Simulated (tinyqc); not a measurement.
Worked calculation (part 2 of 2): UHF in the sto-3g basis, for CH, spin multiplicity 4. Computed by tinyqc, a small Python program that keeps every step (integrals from PySCF). Command: `OMP_NUM_THREADS=1 python tinyqc.py 26817 26818 out.jsonl` (the two numbers bound the seeds that draw the settings). One thread of a shared host (Intel(R) Xeon(R) Processor @ 2.60GHz), about 0.2 s of CPU time with the checks.

Geometry (angstrom):
```
atom,x,y,z
C,0.000000,0.000000,0.000000
H,0.000000,0.000000,1.114000
```

## Populations, bond orders and dipole

D(alpha) after iteration 45, lower triangle:
```
,1C 1s,1C 2s,1C 2px,1C 2py,1C 2pz,2H 1s
1C 1s,1.058808
1C 2s,-0.233405,0.961796
1C 2px,0.000000,0.000000,1.000000
1C 2py,0.000000,0.000000,0.000000,1.000000
1C 2pz,0.060785,-0.292108,0.000000,0.000000,0.475344
2H 1s,-0.031456,0.013298,0.000000,0.000000,0.337119,0.301592
```

D(beta) after iteration 45, lower triangle:
```
,1C 1s,1C 2s,1C 2px,1C 2py,1C 2pz,2H 1s
1C 1s,1.019144
1C 2s,-0.067872,0.274163
1C 2px,0.000000,0.000000,0.000000
1C 2py,0.000000,0.000000,0.000000,0.000000
1C 2pz,-0.043315,0.139475,0.000000,0.000000,0.071032
2H 1s,-0.099547,0.278868,0.000000,0.000000,0.142136,0.284583
```

overlap S, lower triangle:
```
,1C 1s,1C 2s,1C 2px,1C 2py,1C 2pz,2H 1s
1C 1s,1.000000
1C 2s,0.248362,1.000000
1C 2px,0.000000,0.000000,1.000000
1C 2py,0.000000,0.000000,0.000000,1.000000
1C 2pz,0.000000,0.000000,0.000000,0.000000,1.000000
2H 1s,0.058883,0.477031,0.000000,0.000000,0.458912,1.000000
```

Mulliken: Z minus the diagonal of D S on the atom; Loewdin: the same with S^(1/2) D S^(1/2); Mayer order: 2 sum_s sum (D(s) S)_ij (D(s) S)_ji over the two atoms.

Charges (e):
```
atom,Mulliken,Loewdin,Mulliken spin
1C,-0.062231,-0.038714,3.016187
2H,0.062231,0.038714,-0.016187
```

Mayer bond orders:
```
pair,order
2-1,0.995865
```

dipole moment about the origin, x y z (debye): 0.000000  0.000000  0.045884

<S^2> of the determinant (pure state: 3.75) = 3.754400
